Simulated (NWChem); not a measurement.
System: Cl anion

Here is an NWChem input.

```
start job
memory heap 200 mb stack 900 mb global 1100 mb
charge -1
geometry units angstroms noautoz
  Cl     0.000000     0.000000     0.000000
end
basis spherical
  Cl library def2-svpd
end
dft
  xc b3lyp
  iterations 150
  mulliken
end
task dft energy
```

Parts of the log:

```
             Northwest Computational Chemistry Package (NWChem) 7.3.0
             --------------------------------------------------------

                             Geometry "geometry" -> ""
                             -------------------------

 Output coordinates in angstroms (scale by  1.889725989 to convert to a.u.)

  No.       Tag          Charge          X              Y              Z
 ---- ---------------- ---------- -------------- -------------- --------------
    1 Cl                  17.0000     0.00000000     0.00000000     0.00000000

 Effective nuclear repulsion energy (a.u.)       0.0000000000

                                 NWChem DFT Module
                                 -----------------

 Summary of "ao basis" -> "ao basis" (spherical)
 ------------------------------------------------------------------------------
       Tag                 Description            Shells   Functions and Types
 ---------------- ------------------------------  ------  ---------------------
 Cl                        def2-svpd                11       27   5s4p2d

            General Information
            -------------------
          SCF calculation type: DFT
          Wavefunction type:  closed shell.
          No. of atoms     :     1
          No. of electrons :    18
           Alpha electrons :     9
            Beta electrons :     9
          Charge           :    -1
          Spin multiplicity:     1
          Use of symmetry is: off; symmetry adaption is: off
          Maximum number of iterations: 150
          AO basis - number of functions:    27
                     number of shells:    11
          Convergence on energy requested:  1.00D-06
          Convergence on density requested:  1.00D-05
          Convergence on gradient requested:  5.00D-04

              XC Information
              --------------
                         B3LYP Method XC Potential
                     Hartree-Fock (Exact) Exchange  0.200
                        Slater Exchange Functional  0.800 local
                    Becke 1988 Exchange Functional  0.720 non-local
              Lee-Yang-Parr Correlation Functional  0.810
                  VWN I RPA Correlation Functional  0.190 local

             Grid Information
             ----------------
          Grid used for XC integration:  medium
          Radial quadrature: Mura-Knowles
          Angular quadrature: Lebedev.
          Tag              B.-S. Rad. Rad. Pts. Rad. Cut. Ang. Pts.
          ---              ---------- --------- --------- ---------
          Cl                  1.00       88           7.0       590
          Grid pruning is: on
          Number of quadrature shells:    88
          Spatial weights used:  Erf1

      Superposition of Atomic Density Guess
      -------------------------------------

 Sum of atomic energies:        -459.32959417

 Renormalizing density from      17.00 to     18

      Non-variational initial energy
      ------------------------------

 Total energy =    -475.207943
 1-e energy   =    -671.847667
 2-e energy   =     196.639724
 HOMO         =       0.089820
 LUMO         =       0.362893

     ---------------------------------------------
      Total Density - Mulliken Population Analysis
     ---------------------------------------------

    Atom       Charge   Shell Charges
 -----------   ------   -------------------------------------------------------
    1 Cl  17    18.00   2.00  1.97  0.89  1.08  0.05  5.86  1.35  3.34  1.45  0.00  0.00

   convergence    iter        energy       DeltaE   RMS-Dens  Diis-err
 ---------------- ----- ----------------- --------- --------- ---------
 d= 0,ls=0.0,diis     1   -459.8332225128 -4.60D+02  9.22D-02  3.18D+00
 d= 0,ls=0.0,diis     2   -459.8572244445 -2.40D-02  5.06D-02  2.18D+00
 d= 0,ls=0.0,diis     3   -460.1529899728 -2.96D-01  3.22D-03  1.03D-02
 d= 0,ls=0.0,diis     4   -460.1543306655 -1.34D-03  2.07D-04  1.21D-05
 d= 0,ls=0.0,diis     5   -460.1543333097 -2.64D-06  4.89D-05  2.33D-06
 d= 0,ls=0.0,diis     6   -460.1543336609 -3.51D-07  1.05D-07  5.21D-12

         Total DFT energy =     -460.154333660899
      One electron energy =     -640.746955348357
           Coulomb energy =      209.035918521197
    Exchange-Corr. energy =      -28.443296833738
 Nuclear repulsion energy =        0.000000000000

 Numeric. integr. density =       18.000000014825

                       DFT Final Molecular Orbital Analysis
                       ------------------------------------

 Vector    7  Occ=2.000000D+00  E=-3.023450D-02
              MO Center=  6.8D-14, -5.0D-14,  6.8D-14, r^2= 1.5D+00
   Bfn.  Coefficient  Atom+Function         Bfn.  Coefficient  Atom+Function
  ----- ------------  ---------------      ----- ------------  ---------------
    13      0.510402  1 Cl py                10      0.401616  1 Cl py
     7      0.233283  1 Cl py                12      0.220226  1 Cl px
    16      0.177507  1 Cl py                 9      0.173287  1 Cl px
    14      0.153233  1 Cl pz                11      0.120573  1 Cl pz
     6      0.100656  1 Cl px                15      0.076590  1 Cl px

 Vector    8  Occ=2.000000D+00  E=-3.023450D-02
              MO Center= -5.0D-14,  3.8D-14, -5.4D-14, r^2= 1.5D+00
   Bfn.  Coefficient  Atom+Function         Bfn.  Coefficient  Atom+Function
  ----- ------------  ---------------      ----- ------------  ---------------
    14      0.368466  1 Cl pz                12      0.356183  1 Cl px
    11      0.289932  1 Cl pz                 9      0.280266  1 Cl px
    13     -0.264305  1 Cl py                10     -0.207971  1 Cl py
     8      0.168410  1 Cl pz                 6      0.162796  1 Cl px
    17      0.128145  1 Cl pz                15      0.123873  1 Cl px

 Vector    9  Occ=2.000000D+00  E=-3.023450D-02
              MO Center=  7.0D-14, -5.0D-14,  7.8D-14, r^2= 1.5D+00
   Bfn.  Coefficient  Atom+Function         Bfn.  Coefficient  Atom+Function
  ----- ------------  ---------------      ----- ------------  ---------------
    14     -0.416224  1 Cl pz                12      0.396390  1 Cl px
    11     -0.327511  1 Cl pz                 9      0.311904  1 Cl px
     8     -0.190238  1 Cl pz                 6      0.181173  1 Cl px
    17     -0.144754  1 Cl pz                15      0.137856  1 Cl px
    13     -0.046074  1 Cl py                10     -0.036254  1 Cl py

 Vector   10  Occ=0.000000D+00  E= 2.388216D-01
              MO Center=  2.0D-12, -1.5D-12,  2.0D-12, r^2= 6.3D+00
   Bfn.  Coefficient  Atom+Function         Bfn.  Coefficient  Atom+Function
  ----- ------------  ---------------      ----- ------------  ---------------
     5      1.649674  1 Cl s                  4     -1.154793  1 Cl s
     2      0.151834  1 Cl s                  3     -0.051479  1 Cl s

 Vector   11  Occ=0.000000D+00  E= 2.724535D-01
              MO Center=  4.5D-14, -6.9D-14,  6.6D-14, r^2= 7.8D+00
   Bfn.  Coefficient  Atom+Function         Bfn.  Coefficient  Atom+Function
  ----- ------------  ---------------      ----- ------------  ---------------
    16      0.878639  1 Cl py                15      0.730064  1 Cl px
    13     -0.434700  1 Cl py                12     -0.361194  1 Cl px
    10     -0.141148  1 Cl py                 9     -0.117280  1 Cl px
     7     -0.090851  1 Cl py                 6     -0.075488  1 Cl px
    17     -0.075745  1 Cl pz                14      0.037474  1 Cl pz

 Vector   12  Occ=0.000000D+00  E= 2.724535D-01
              MO Center= -1.9D-12,  1.4D-12, -2.0D-12, r^2= 7.8D+00
   Bfn.  Coefficient  Atom+Function         Bfn.  Coefficient  Atom+Function
  ----- ------------  ---------------      ----- ------------  ---------------
    17      0.731482  1 Cl pz                15      0.707367  1 Cl px
    16     -0.524694  1 Cl py                14     -0.361895  1 Cl pz
    12     -0.349965  1 Cl px                13      0.259589  1 Cl py
    11     -0.117508  1 Cl pz                 9     -0.113634  1 Cl px
    10      0.084289  1 Cl py                 8     -0.075635  1 Cl pz

     ---------------------------------------------
      Total Density - Mulliken Population Analysis
     ---------------------------------------------

    Atom       Charge   Shell Charges
 -----------   ------   -------------------------------------------------------
    1 Cl  17    18.00   2.00  1.98  1.26  0.69  0.06  5.93  2.13  3.23  0.70  0.00  0.00

     -------------------------------------------
      Total Density - Lowdin Population Analysis
     -------------------------------------------

    Atom       Charge   Shell Charges
 -----------   ------   -------------------------------------------------------
    1 Cl  17    18.00   2.00  1.96  1.04  0.79  0.21  5.82  2.23  3.11  0.84  0.00  0.00
```

Level: B3LYP/def2-SVPD.
